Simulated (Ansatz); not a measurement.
**What a trial cell of Rb2Ru relaxes into**

Computed with Ansatz 0.2.0, DFT PBE, scalar-relativistic, plane waves, PAW. Cutoff 420 eV, Γ-centred k mesh, Gaussian smearing, no spin polarisation in the final step.

The start puts Rb2Ru on the cubic Laves (C15) structure type (Fd-3m, No. 227), with Ru in place of Mg, Rb in place of Cu, at a guessed volume.

```
Rb Ru
1.0
     0.00000    4.57693    4.57693
     4.57693    0.00000    4.57693
     4.57693    4.57693    0.00000
Rb Ru
4 2
Direct
  0.62500 0.62500 0.62500
  0.12500 0.62500 0.62500
  0.62500 0.62500 0.12500
  0.62500 0.12500 0.62500
  0.00000 0.00000 0.00000
  0.25000 0.25000 0.25000
```

Cell and atoms relax at zero pressure; the relaxation can't lower the symmetry of the start.

Formation energies are uncorrected and refer to the elements' standard structures at the same level.

Task: What does it relax into?

Result: It keeps Fd-3m (No. 227). The result has the cubic Laves (C15) structure. Conventional cell: a = 9.420 Å. Rb has 6 Rb at 3.33 Å and 6 Ru at 3.91 Å; around Ru lie 12 Rb at 3.91 Å and 4 Ru at 4.08 Å.

```xyz
6
Lattice="0.0000 4.7099 4.7099 4.7099 0.0000 4.7099 4.7099 4.7099 0.0000" Properties=species:S:1:pos:R:3 pbc="T T T"
Rb    1.1775    1.1775    1.1775
Rb    1.1775    3.5324    3.5324
Rb    3.5324    3.5324    1.1775
Rb    3.5324    1.1775    3.5324
Ru    4.7099    4.7099    4.7099
Ru    7.0648    7.0648    7.0648
```

Task: What are its volume, energy, density and gap?

Result: The volume per atom is 34.83 Å³, the density is 4.32 g/cm³ and the energy over the elements is 1.95 eV/atom. The gap on the 8×8×8 mesh is 0 eV (a metal).

The final run used a 8×8×8 mesh on its 6-atom cell and 0.10 eV smearing. The k mesh leaves about 4 meV/atom of noise in metals. A structure relaxed within its symmetry needn't be a true minimum.

Cost: 3 runs of about 2.3 core-minutes in all, on Intel Xeon Platinum 8259CL (Skylake/Cascade Lake) (shared hosts).